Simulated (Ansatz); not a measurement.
# BH3Cl (doublet): wave-function methods side by side at distance Cl1–H2 along a hydrogen transfer = 1.324 Å, cc-pVDZ

One table from this session's results is given with a row withheld; the runs are named, their logs left out.

Computed with Ansatz 0.2.0, Gaussian basis. Level: cc-pVDZ, core rule «outside noble gas», up to 6 orbitals frozen.

The runs, in order: UHF; CCSD(T) on ROHF; CCSD(T) on UHF; BCCD(T) on ROHF; CISD; CCSDT(Q) on ROHF; CCSDT(Q) on UHF; CASSCF and MRCISD+Q, 3 electrons in 3 orbitals; CASSCF and NEVPT2, 3 electrons in 3 orbitals.

15 further runs of the same task are left out: 9 for a known fault of the program, 4 that didn't finish, 2 set aside as unsound or not needed.

## What is computed

The geometry derives from fragments relaxed apart (PBE0/def2-TZVP) and kept rigid, so it is no stationary point. A hydrogen atom is moved between rigid fragments.

5 atoms, charge 0, spin multiplicity 2.

Atoms are counted from 1 here; the program's logs count them from 0.

Bond lengths: Cl1–H2 1.324 Å, H2–B3 1.439 Å, B3–H4 1.191 Å, B3–H5 1.191 Å. Angles: Cl1–H2–B3 180.0°, H2–B3–H4 115.3°, H2–B3–H5 115.3°, H4–B3–H5 129.4°.

Coordinates:

```xyz
5

Cl   -0.7670    0.0000    0.0000
H     0.5570    0.0000    0.0000
B     1.9960    0.0000    0.0000
H     2.5051    0.0000    1.0770
H     2.5051    0.0000   -1.0770
```

Set-up of the first run:

The input, in.yaml:

```yaml
crystal:
  periodic: [false, false, false]
  atoms:
    - {symbol: Cl, position_ang: [-0.766952, 0.000000, 0.000000]}
    - {symbol: H, position_ang: [0.557048, 0.000000, 0.000000]}
    - {symbol: B, position_ang: [1.996048, 0.000000, 0.000000]}
    - {symbol: H, position_ang: [2.505121, 0.000000, 1.077008]}
    - {symbol: H, position_ang: [2.505121, 0.000000, -1.077008]}
basis:
  gaussian: {orbitals: cc-pVDZ}
magnetization: {spin_polarized: true, initial_magnetization: 1}
hamiltonian: {xc: hf}
output: {orbitals: {seedname: orbitals}}
```

Launch:

```bash
$ ansatz run in.yaml --threads 1 --pin off --events-out ev --progress --plain --max-ram 2393MiB
```

Among the steps run: UHF; CCSD(T) on ROHF; CCSD(T) on UHF; BCCD(T) on ROHF; CISD; CCSDT(Q) on ROHF; CCSDT(Q) on UHF; CASSCF and MRCISD+Q, 3 electrons in 3 orbitals; CASSCF and NEVPT2, 3 electrons in 3 orbitals.

One table of the session follows, with a row left open; its other results are not shown here.

It belongs to the step «Misses and costs». 

| method | from UCCSDT(Q) (meV) |
| --- | --- |
| ROHF | +7381.3 |
| UHF | +7232.0 |
| RMP2 | +1095.9 |
| UMP2 | +1125.5 |
| CISD | +722.6 |
| RCCSD | +165.3 |
| UCCSD | +161.0 |
| RCCSD(T) | +29.8 |
| UCCSD(T) | ? |
| BCCD(T) | +30.0 |
| RCCSDT | +10.4 |
| UCCSDT | +9.9 |
| RCCSDT(Q) | +0.5 |
| UCCSDT(Q) | 0 |
| CASSCF pair | +6925.8 |
| NEVPT2 pair | +1114.3 |
| MRCISD pair | +649.3 |
| MRCISD+Q pair | +48.2 |

Estimate the missing values for UCCSD(T).

As computed: from UCCSDT(Q) (meV): +30.2. In the column «from UCCSDT(Q) (meV)» it lies between BCCD(T) (+30.0) and MRCISD+Q pair (+48.2).

Caveats from the session: Restricted and unrestricted rows rest on different reference determinants; where their highest levels disagree by more than a few hundredths of an eV, they describe different states and don't form one ladder.
